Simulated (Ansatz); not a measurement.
Species: P$_{2}$, charge 0, singlet. P2 (SMILES P#P).
B3LYP-D3(BJ)/def2-TZVP minimum from Ansatz (an electronic-structure program):
```xyz
2

P      0.0000     0.0000    -0.9447
P      0.0000     0.0000     0.9447
```
Charge 0, spin multiplicity 1.

Hartree-Fock and CCSD correlation energies in hartree (Ansatz). Open shells are spin-unrestricted; no spin-orbit coupling. Correlated methods leave the cores frozen. No relativity. The restricted determinant of P2 (P#P, singlet) is unstable towards broken spin symmetry in at least one set run.

```json
[
 {"basis": "cc-pV(T+d)Z", "X": "3", "E(HF)": "-681.49314", "E(corr, CCSD)": "-0.29581"},
 {"basis": "cc-pV(Q+d)Z", "X": "4", "E(HF)": "-681.49904", "E(corr, CCSD)": "-0.31154"},
 {"basis": "cc-pV(5+d)Z", "X": "5", "E(HF)": "-681.50002", "E(corr, CCSD)": "withheld"}
]
```

Q: Fit E(corr) = E∞ + A/X³ to X = 3 and 4, predict X = 5, and compare with the run.

A: A = (-0.29581 - (-0.31154))/(1/27 - 1/64) = 0.7346; E∞ = -0.31154 - A/64 = -0.32302; at X = 5, E∞ + A/125 = -0.31714. The run gave -0.31738, 0.24 mEh below the prediction. The same form on X = 4 and 5 gives E∞ = -0.32351, 0.49 mEh below the first estimate.
